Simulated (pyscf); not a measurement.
Single points on ωB97X-D3(BJ)/def2-SVP structures (PySCF, gas phase).

Question: For the elementary gas-phase step H₃Si–NH–SiH₃ + ammonia (NH₃) → H₂N–SiH₂–NH–SiH₃ + hydrogen (H₂) (singlet surface; H–Si, H–N broken, N–Si, H–H formed), what barrier and reaction energy does ωB97M-D3(BJ)/def2-TZVP give, measured from the separated reactants?

Answer: ΔE‡ = 33.8 kcal/mol, ΔE = -10.7 kcal/mol. Zero-point energy shifts the barrier by -0.3 kcal/mol. It is a four-centre exchange, with an imaginary mode of 1403i cm⁻¹. On the reactant side the descent ends in a complex (not fully relaxed), 4.2 kcal/mol under the separated species and 38.1 kcal/mol under the saddle at ωB97X-D3(BJ)/def2-TZVP. At the saddle there is also a short H–Si contact that neither side keeps. This is the saddle that the search found; another between the same sides may lie lower.
